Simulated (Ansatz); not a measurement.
A nudged elastic band was laid between two geometries of H2 + H4O2Si (9 atoms, charge 0, multiplicity 1).

Level of theory: RKS PBE-D4/def2-TZVP in Ansatz.

| Item | Value |
| --- | --- |
| movable images | 7 |
| climbing image | yes |
| spring | 5.0 eV/Å² |
| optimiser | quadratic models (default) |
| start path | through a guess of the saddle point |
| force threshold | 0.03 eV/Å |
| iteration limit | 60 |
| end points | relaxed |

First end point:

```xyz
9
Properties=species:S:1:pos:R:3
Si -0.256 -0.443 -0.290
O -0.053 0.252 1.207
H -0.064 -0.343 1.972
O 1.152 -0.919 -1.024
H 1.552 -1.751 -0.728
H -0.794 0.628 -1.162
H -1.172 -1.622 -0.144
H 1.407 3.022 2.353
H 1.074 2.425 2.035
```

Last end point:

```xyz
9
Properties=species:S:1:pos:R:3
Si -0.442 0.417 -0.801
O 1.476 -0.302 2.306
H 0.764 -0.701 2.836
O 0.962 -0.385 -0.461
H 1.208 -0.410 0.493
H -0.586 0.437 -2.286
H -1.649 -0.250 -0.204
H -0.433 1.831 -0.289
H 1.546 0.614 2.625
```

Which bonds break or form, and what moves?

Bonds broken: Si1–O2, H8–H9. Bonds formed: Si1–H8, O2–H9. H2 + H4O2Si becomes H2O + H4OSi.

What energy profile does the band end with?

The run converged. The highest image is number 5 of 0 to 8, 202.3 kJ/mol above the first end and 142.2 kJ/mol above the last; the last end lies 60.1 kJ/mol above the first. Neighbouring images differ by up to 1.4 eV, so the band resolves the path poorly. A vibrational analysis at the climbing image gives one clearly imaginary mode, 1190i cm⁻¹: a first-order saddle point. The orbitals stay closed-shell, which can raise the energy where a bond breaks towards radicals; this wasn't checked here.

```json
{"image": "0", "path coordinate (Å)": "0.00", "energy (kJ/mol)": "0.0", "Si1–O2 (Å)": "1.66", "H8–H9 (Å)": "0.75", "Si1–H8 (Å)": "4.66"}
{"image": "1", "path coordinate (Å)": "0.96", "energy (kJ/mol)": "0.2", "Si1–O2 (Å)": "1.66", "H8–H9 (Å)": "0.75", "Si1–H8 (Å)": "4.22"}
{"image": "2", "path coordinate (Å)": "1.92", "energy (kJ/mol)": "0.6", "Si1–O2 (Å)": "1.66", "H8–H9 (Å)": "0.75", "Si1–H8 (Å)": "3.94"}
{"image": "3", "path coordinate (Å)": "2.88", "energy (kJ/mol)": "9.6", "Si1–O2 (Å)": "1.67", "H8–H9 (Å)": "0.75", "Si1–H8 (Å)": "3.20"}
{"image": "4", "path coordinate (Å)": "3.84", "energy (kJ/mol)": "69.2", "Si1–O2 (Å)": "1.70", "H8–H9 (Å)": "0.76", "Si1–H8 (Å)": "2.45"}
{"image": "5", "path coordinate (Å)": "4.80", "energy (kJ/mol)": "202.3", "Si1–O2 (Å)": "1.95", "H8–H9 (Å)": "1.00", "Si1–H8 (Å)": "1.77"}
{"image": "6", "path coordinate (Å)": "5.93", "energy (kJ/mol)": "76.2", "Si1–O2 (Å)": "2.78", "H8–H9 (Å)": "1.76", "Si1–H8 (Å)": "1.52"}
{"image": "7", "path coordinate (Å)": "7.06", "energy (kJ/mol)": "62.4", "Si1–O2 (Å)": "3.29", "H8–H9 (Å)": "2.69", "Si1–H8 (Å)": "1.51"}
{"image": "8", "path coordinate (Å)": "8.19", "energy (kJ/mol)": "60.1", "Si1–O2 (Å)": "3.72", "H8–H9 (Å)": "3.73", "Si1–H8 (Å)": "1.50"}
```

What is the geometry of the highest image?


```xyz
9
Properties=species:S:1:pos:R:3:forces:R:3
Si 0.028 0.179 -0.084 -0.01 -0.01 -0.01
O 0.727 -0.059 1.721 0.00 0.01 0.00
H 0.047 -0.461 2.293 0.01 0.00 0.00
O 1.312 -0.642 -0.743 0.01 -0.01 0.00
H 1.817 -1.151 -0.088 0.00 0.00 -0.01
H -0.323 0.992 -1.295 0.00 0.00 0.00
H -1.252 -0.513 0.279 0.00 0.00 -0.01
H 0.098 1.760 0.704 0.00 0.01 0.00
H 0.394 1.144 1.432 0.00 -0.01 0.01
```

Run time: 2.6 min on 4 threads of Arm Neoverse V1 (shared host), peak memory 0.22 GiB.
